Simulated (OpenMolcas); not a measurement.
**Worked example: vertical ionisation energy of H3O+ (oxonium)**

H3O+ has 4 atoms, charge +1, and is taken as a singlet. SMILES: `[OH3+]`. The shape is that of a GFN2-xTB optimisation.

Both states at this one shape; open shells run unrestricted unless said. 1 Eh = 27.2114 eV.

```
                                                        level     program  singlet H3O+ (Eh)  doublet [H3O]2+ (Eh)
                                                r2SCAN/STO-3G  OpenMolcas         -75.655977            -74.781814
                                                 B3LYP/STO-3G  OpenMolcas         -75.682457            -74.803397
                                                M06-2X/STO-3G  OpenMolcas         -75.682235            -74.804836
CCSD(T)/STO-3G, open shells restricted, 1 core orbital frozen  OpenMolcas         -75.393018            -74.554036
```

Question: Work out the vertical ionisation energy at each level.

Answer: 
1. r2SCAN/STO-3G: -74.781814 − (-75.655977) = 0.874163 Eh = 23.79 eV.
2. B3LYP/STO-3G: -74.803397 − (-75.682457) = 0.879060 Eh = 23.92 eV.
3. M06-2X/STO-3G: -74.804836 − (-75.682235) = 0.877399 Eh = 23.88 eV.
4. CCSD(T)/STO-3G, open shells restricted: -74.554036 − (-75.393018) = 0.838982 Eh = 22.83 eV.

No measured value is set beside it here; the levels span 22.83 to 23.92 eV. Minimal sets are far from the basis-set limit.
